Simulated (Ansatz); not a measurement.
Two isomers of C4H5FO: A = `COC1=C(F)C1`, B = `OC(F)C1C=C1`.

Isolated molecules relaxed with PBE0-D4/def2-TZVP in Ansatz; ΔE leaves out vibrations. CCSD(T)/CBS adds triple-zeta CCSD(T) − MP2 to the extrapolated MP2 energy (def2 sets, frozen cores). DFT in def2-TZVPP. B3LYP here is the variant with VWN-RPA as its local correlation; programs differ in this. One conformer a species, not always the lowest.

Question: Which is lower in electronic energy at CCSD(T)/CBS, and by how much? (Estimate.)

Answer: The calculation gave: B, by 116.8 kJ/mol.

Question: Give E(B) − E(A) in kJ/mol with B3LYP-D4, ωB97M-V, PBE-D4, HF/def2-TZVPP, B2PLYP, MP2/def2-TZVPP, CCSD(T)/def2-TZVPP. (Best estimate.)

Answer: Computed: B3LYP-D4 -97.2, ωB97M-V -112.3, PBE-D4 -88.8, HF/def2-TZVPP -112.9, B2PLYP -103.0, MP2/def2-TZVPP -114.8, CCSD(T)/def2-TZVPP -112.0. None reverses the order clearly.

Largest T1 diagnostic: 0.012.

From PBE to PBE0 (25 % exact exchange), in def2-TZVPP and without D4, E(B) − E(A) moves by −10.2 kJ/mol.
